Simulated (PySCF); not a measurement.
# The bond of SF, level by level

Aim: find the lowest electronic state of SF, scan its bond at several levels of theory, and get bond length, wavenumber and dissociation energy from each curve.

Method: S def2-SVP, F def2-SVP, no relativity; program: PySCF 2.14.0.

## 1. Input

The job is set up so:

```
atoms                         : S, F
charge                        : 0
basis                         : S def2-SVP, F def2-SVP
Hamiltonian                   : no relativity
basis functions               : 32
electrons treated             : 25
masses in u                   : 31.9721, 18.9984
levels                        : PBE0, PBE, r²SCAN, BP86, PW91, B3LYP, HF, MP2, SCS-MP2, CCSD, CCSD(T)
grid                          : 80 radial by 434 angular points
occupations                   : held fixed by the projection of orbital angular momentum
dissociation limit            : S + F, each in its ground configuration
starting distance in angstrom : 1.600
values of 2S to try           : 1, 3
```

Command:

```sh
> OMP_NUM_THREADS=1 python dia.py task.json out
```

Further steps of the session: The PBE0 curve of the state that the search chose; Higher solutions at PBE0; PBE (GGA); r²SCAN (meta-GGA); BP86 (GGA); PW91; B3LYP (global hybrid GGA); UHF (mean field); Correlated methods on the Hartree–Fock reference.

**Question.** What will these runs give? Wanted: for each run, Re; ωe; De; μ.

As calculated:

Lowest PBE0 solution found, without spin–orbit coupling: ²Π (doublet), unpaired electrons π ↑. State 2 has its PBE0 minimum 1.98 eV higher. The other levels ran on the lowest alone.

| level | Re (Å) | ωe (cm⁻¹) | De (eV) | μ (D) |
| --- | --- | --- | --- | --- |
| UHF | 1.598 | 911 | 1.18 | -1.56 |
| UHF-MP2 | 1.628 | 848 | 3.08 | n/a |
| UHF-SCS-MP2 | 1.632 | 834 | 2.96 | n/a |
| UHF-CCSD | 1.630 | 841 | 2.77 | n/a |
| UHF-CCSD(T) | 1.636 | 822 | 2.89 | n/a |
| PBE | 1.640 | 816 | 3.96 | -0.92 |
| PW91 | 1.639 | 817 | 4.00 | -0.93 |
| BP86 | 1.643 | 810 | 3.92 | -0.94 |
| r²SCAN | 1.627 | 839 | 3.51 | -1.00 |
| B3LYP | 1.628 | 839 | 3.51 | -1.12 |
| PBE0 | 1.616 | 868 | 3.42 | -1.08 |

De is counted to S + F in their ground configurations. A positive dipole means S(−)F(+).

In words: The methods spread over 0.044 Å in bond length, from UHF to BP86. Of the levels with a De here, UHF gives the least (1.18 eV) and PW91 the most (4.00 eV).

Correlated steps freeze 6 core orbitals. T1 is 0.018 near the minimum (highest on the curve 0.050), which may point to more than one leading configuration.
